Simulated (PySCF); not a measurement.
Species: C2H3N2P.
Bonds: C1–N2 (aromatic), N2–N3 (aromatic), N3–C4 (aromatic), C4–P5 (aromatic), C1–P5 (aromatic). Hydrogens: H6 on C1; H7 on N3; H8 on C4.

Method: PySCF 2.14.0, PBE0-D3(BJ)/def2-SVP geometry optimisation, gas phase.

Q: Give the optimised bond lengths and angles.

A: 
```json
{"bond": "C1–N2", "length (pm)": "131.7", "order": "aromatic"}
{"bond": "N2–N3", "length (pm)": "132.4", "order": "aromatic"}
{"bond": "N3–C4", "length (pm)": "134.5", "order": "aromatic"}
{"bond": "C4–P5", "length (pm)": "173.0", "order": "aromatic"}
{"bond": "C1–P5", "length (pm)": "177.3", "order": "aromatic"}
{"bond": "C1–H6", "length (pm)": "109.3", "order": "single"}
{"bond": "N3–H7", "length (pm)": "101.5", "order": "single"}
{"bond": "C4–H8", "length (pm)": "109.0", "order": "single"}
```

Orders are formal, as drawn. A selection of angles:
```json
{"angle": "N2–C1–P5", "degrees": "116.6"}
{"angle": "N2–C1–H6", "degrees": "117.6"}
{"angle": "P5–C1–H6", "degrees": "125.9"}
{"angle": "C1–N2–N3", "degrees": "108.5"}
{"angle": "N2–N3–C4", "degrees": "118.1"}
{"angle": "N2–N3–H7", "degrees": "117.1"}
{"angle": "C4–N3–H7", "degrees": "124.8"}
{"angle": "N3–C4–P5", "degrees": "111.4"}
{"angle": "N3–C4–H8", "degrees": "118.7"}
{"angle": "P5–C4–H8", "degrees": "129.8"}
{"angle": "C1–P5–C4", "degrees": "85.4"}
```

The 5-membered ring C1–N2–N3–C4–P5 has internal angles of 85.4° to 118.1°; it is planar, 0.00 Å rms from its mean plane, widest ring torsion 0°. The 2 C–N bonds span 1.317 Å (C1–N2, aromatic) to 1.345 Å (N3–C4, aromatic), a spread of 0.028 Å. N2 (pyridine-type nitrogen) is bent (angle 108.5°). N3 (pyrrole-type nitrogen) is planar (angles 124.8°, 118.1° and 117.1°, sum 360.0°, 0.00 Å off the plane of its three neighbours). The 2 C–P bonds span 1.730 Å (C4–P5, aromatic) to 1.773 Å (C1–P5, aromatic), a spread of 0.043 Å. The 5 heavy atoms lie in one plane (0.001 Å rms).

Point group: Cs (every atom within 0.08 Å of its image). Stationary, but not proved a minimum.
